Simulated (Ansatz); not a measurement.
Isolated molecules relaxed with PBE0-D4/def2-TZVP in Ansatz; ΔE leaves out vibrations. CBS: MP2 limit from def2 TZ/QZ plus the TZ coupled-cluster correction, frozen cores. This one scheme is used for every species. Functionals use def2-TZVPP. B3LYP here is the variant with VWN-RPA as its local correlation; programs differ in this. HSE06 is defined as in plane-wave codes. Triplets are unrestricted, without spin–orbit coupling. One conformer a species, not always the lowest.

Consider the formal loss of a carbene: `COC(F)F` → `[CH2]` (triplet) + `OC(F)F`.

(1) Is it downhill or uphill in electronic energy at CCSD(T)/CBS, and by how much? (Best estimate.)

(2) What do these levels give: ωB97M-V, revPBE, PBE0, B3LYP, HSE06, CCSD/CBS(def2)? (Best estimate.)

Largest T1 diagnostic among the species: 0.012.

## Answers

(1) Ansatz gave: Uphill: ΔE = +382.5 kJ/mol.

(2) The calculation gave: ωB97M-V 386.5, revPBE 359.4, PBE0 375.5, B3LYP 371.8, HSE06 376.1, CCSD/CBS(def2) 371.9 kJ/mol.

From PBE to PBE0 (25 % exact exchange), in def2-TZVPP and without D4, ΔE moves by −9.0 kJ/mol. The D4 term adds +7.8 kJ/mol with B3LYP and +4.2 kJ/mol with PBE0; it sums over pairs of atoms, weighted by their polarisabilities, and B3LYP, whose exchange is more repulsive, gets the larger term.
